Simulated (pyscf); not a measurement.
Structures and frequencies: ωB97X-D3(BJ)/def2-SVP in PySCF. Correlated levels are frozen-core, on RHF or UHF. ΔMP2 is the change of the MP2 total energy from the triple- to the quadruple-zeta basis.

**Question.** Estimate the classical barrier height and the reaction energy of HO–GeH₃ + hydrogen fluoride (HF) -> F–GeH₃ + water (H₂O) at CCSD(T)/def2-TZVPP + ΔMP2(QZVPP). The step runs on the singlet surface, breaks Ge–O, F–H and forms F–Ge, H–O; take the separated reactants as zero.

**Answer.** ΔE‡ = 14.4 kcal/mol, ΔE = -7.8 kcal/mol. Zero-point energy shifts the barrier by +1.6 kcal/mol. It is a four-centre exchange, with an imaginary mode of 473i cm⁻¹. On the reactant side the descent ends in a bound adduct, 9.9 kcal/mol under the separated species and 20.8 kcal/mol under the saddle at ωB97X-D3(BJ)/def2-TZVP. On the product side the descent ends in a complex, 5.2 kcal/mol under the separated species and 24.8 kcal/mol under the saddle at ωB97X-D3(BJ)/def2-TZVP. At ωB97X-D3(BJ) the barrier from the zero used here is 10.9 kcal/mol. One saddle was located; it need not be the lowest between these sides. The CCSD(T) − MP2 part came from Ansatz, without density fitting, on the same reference. The frozen core leaves the outer d or s,p core shells of the metals and heavy elements correlated in the MP2 and CC values, and def2-TZVPP describes them poorly, which can shift differences by a few kcal/mol. Elements up to Kr have no core potential and no relativistic terms here.
